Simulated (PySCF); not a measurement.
Process, species as SMILES: ClCl (Cl2) + [H][H] (H2) → 2 Cl (HCl)
B3LYP-D3(BJ)/def2-TZVP geometries, fixed; electronic energies without zero-point terms.

Effect of the SCF energy threshold at r2SCAN/def2-TZVP with PySCF, against the last row, where the energy of full hydrogenation is -44.26 kcal/mol.

```csv
setting,"SCF cycles, largest species",largest shift of a total energy (mEh),shift of the energy of full hydrogenation (kcal/mol)
conv_tol: 1e-4,5,0.018,0.023
conv_tol: 1e-5,5,0.000,0.000
conv_tol: 1e-6,5,0.000,0.000
conv_tol: 1e-7,6,0.000,0.000
conv_tol: 1e-11,8,0.000,0.000
```

Within 0.02 kcal/mol in the energy of full hydrogenation: conv_tol: 1e-5; conv_tol: 1e-6; conv_tol: 1e-7. The largest shift is 0.018 mEh in a total energy and 0.023 kcal/mol in the difference.
